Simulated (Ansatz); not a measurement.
What a trial cell of Ta relaxes into

These are results of DFT r2SCAN, scalar-relativistic, plane waves, PAW in Ansatz 0.2.0, not measurements.

The start puts Ta on the dhcp structure type (P6_3/mmc, No. 194), at a guessed volume.

Input of the last, converged step (default PAW datasets):

```yaml
crystal:
  lattice:
    - [2.9486719682, 0.0, 0.0]
    - [-1.4743359841, 2.5536248319, 0.0]
    - [0.0, 0.0, 9.8374954924]
  atoms:
    - { symbol: Ta, position: [0.0, 0.0, 0.0] }
    - { symbol: Ta, position: [0.0, 0.0, 0.5] }
    - { symbol: Ta, position: [0.3333333333, 0.6666666667, 0.75] }
    - { symbol: Ta, position: [0.6666666667, 0.3333333333, 0.25] }
basis:
  ecutwfc: 500
kpoints:
  mp_grid: { grid: [18, 18, 6] }
hamiltonian:
  xc: r2scan
scf:
  occupations: { method: gaussian, width: 0.1 }
output:
  forces: true
  stress: true
  eigenvalues: true
relax:
  adjacent_minimum: "off"
  f_tol: 0.01
  max_steps: 80
  cell: { stress_tol: 0.05 }
```

It can be run as:

```bash
ansatz run input.yaml --threads 1 --pin off --backend cpu --events-out ev --progress --plain --runs-dir out  # memory cap (--max-ram) not shown
```

The program printed at the end:

```
SCF converged after 6 iterations
Free energy (F): -39776.239202 eV
Harris-Foulkes:  -39776.239202 eV  (|F-HF|=1.46e-11)
Internal energy: -39776.221653 eV  (E = F + TS)
E sigma→0 (E₀):  -39776.230427 eV
Entropy (-TS):   -0.017549 eV (-4.387 meV/atom)
Fermi energy:    18.319160 eV
--- Per-component energies (eV) ---
  E_band       = -498.471741
  E_kinetic    = 1464.791328
  E_local      = -2261.612920  (includes V_loc(G=0)·N_el)
  E_nonlocal   = 58.077831
  E_hartree    = 781.170048
  E_xc         = -816.464754
  E_vxc        = -886.205913  (∫ρ·V_xc dr)
  E_paw        = -33691.008068  (= ΣΔE_a)
  E_vpaw       = -480.421532  (= ΣTr[D̂ρ^β])
  E_aug_tail   = 0.000326  (compensation charges beyond the density's cutoff)
  E_vtau       = 44.559040  (kinetic-family band-sum trace: ∫τ·v_τ [+ j·A + Jᵃ·Aᵃ] dr)
  E_ewald      = -5308.150321
  E_core_change = -3.025121  (= ΣΔE_core)
  E_smearing   = -0.017549  (= −TS)
  E_closure    = 0.000000  (closes the sum)
  Σ components = -39776.239202   (vs F -39776.239202, Δ=0.00e0)
--- Forces (eV/Å), atoms counted from 1 ---
  atom   1  Ta     0.00000000     0.00000000     0.00000000
  atom   2  Ta     0.00000000     0.00000000     0.00000000
  atom   3  Ta     0.00000000     0.00000000     0.00000000
  atom   4  Ta     0.00000000     0.00000000     0.00000000
  max |Σ_I F_I| component: 4.63e-18 eV/Å
--- Stress (GPa, compression-positive) ---
       -0.000085       0.000000       0.000000
        0.000000      -0.000085       0.000000
        0.000000       0.000000       0.017356
  P = ⅓ Tr σ = 0.0057 GPa (0.057 kbar)
--- Relaxed structure (4 steps of the walk, 3 accepted, 1 SCFs on fresh bases) ---
  F+E_penalty+E_count = -39776.23920197 eV   max|allowed force component| = 6.823e-17 eV/Å   (the final SCF, on the basis selected at the relaxed cell)
  cell:  # Å, volume = 74.2462 Å³
    - [2.935120, 0.0, 0.0]
    - [-1.467560, 2.541888, 0.0]
    - [0.0, 0.0, 9.951585]
  atoms:
    - { symbol: Ta, position: [0.000000, 0.000000, 0.0] }
    - { symbol: Ta, position: [0.000000, 0.000000, 0.500000] }
    - { symbol: Ta, position: [0.333333, 0.666667, 0.750000] }
    - { symbol: Ta, position: [0.666667, 0.333333, 0.250000] }
```

Total energies depend on the potentials used, so only differences within one code and one set of settings carry meaning.

The result has space group P6_3/mmc (No. 194). Ta on Wyckoff site a (2 atoms of the primitive cell) is coordinated by 12 Ta at 2.94–3.01 Å; around Ta on Wyckoff site d (2 atoms of the primitive cell) lie 12 Ta at 2.94–3.01 Å.

It lies 0.26 eV/atom above the element's standard state at the same level.

For metals, differences of a few meV/atom aren't resolved. Spin–orbit coupling is left out.

Symmetry constrained the relaxation, so the result can be a saddle point.